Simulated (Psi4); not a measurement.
Complex: C2H2 (SMILES C#C) (first 4 atoms) with H2O (SMILES O); geometry from S66by8 set.
(charge 0, multiplicity 1):
```csv
atom,x (Å),y (Å),z (Å)
C,-1.2444,0.0517,0.0405
H,-0.1785,0.0213,0.0159
C,-2.4563,0.0854,0.0678
H,-3.5168,0.1158,0.0924
O,2.6085,-0.0857,-0.0677
H,3.1789,-0.6754,0.4293
H,3.1805,0.2653,-0.7531
```

The numbers are results of SAPT0/jun-cc-pV(D+d)Z in Psi4, not measurements.

### Question
Which attractive term is largest, and how does the interaction split up?

### Answer
electrostatics -2.09, exchange 0.34, induction -0.21, dispersion -0.29, total -2.26 kcal/mol; the largest attraction is electrostatics.
